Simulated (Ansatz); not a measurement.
```yaml
crystal:
  periodic: [false, false, false]
  atoms:
    - {symbol: O, position_ang: [-1.381067, -0.032659, -0.000774]}
    - {symbol: C, position_ang: [-0.196500, 0.101958, 0.000804]}
    - {symbol: Si, position_ang: [1.577567, -0.069298, -0.000030]}
basis:
  gaussian: {orbitals: def2-TZVP}
magnetization: {spin_polarized: true, initial_magnetization: 2}
hamiltonian: {xc: pbe0}
relax: {f_tol: 0.004, max_steps: 80}
```

```sh
$ ansatz run in.yaml --threads 1 --pin off --events-out ev --progress --plain --max-ram 2176MiB
```

Steps of the relaxation (energy above the last step; positions in Å, forces in eV/Å):

```
3
step 1, 115.8 meV
O    -1.381   -0.033   -0.001    3.229    0.718    0.007
C    -0.197    0.102    0.001   -3.569   -0.919   -0.009
Si    1.578   -0.069    0.000    0.340    0.201    0.002
```

```
3
step 2, 35.3 meV
O    -1.366   -0.020   -0.001    0.685    0.362    0.003
C    -0.209    0.082    0.001   -1.034   -0.529   -0.005
Si    1.575   -0.062    0.000    0.349    0.167    0.002
```

```
3
step 3, 13.7 meV
O    -1.366   -0.005   -0.001   -0.330    0.185    0.001
C    -0.218    0.057    0.000    0.243   -0.309   -0.003
Si    1.584   -0.052    0.000    0.088    0.124    0.001
```

```
3
step 6, 0.0 meV
O    -1.371    0.027    0.000    0.000    0.001    0.000
C    -0.218    0.005    0.000    0.000   -0.001    0.000
Si    1.589   -0.032    0.000   -0.001    0.000    0.000
```

Close pairs at the end: O1–C2 1.153 Å, C2–Si3 1.807 Å.

A stationary point of unrestricted PBE0 after 6 steps, with ⟨S²⟩ = 2.013 against 2.00 for a pure state; no frequencies were run, so it isn't proven a minimum. 15 s on 1 thread of Arm Neoverse V2, shared host.
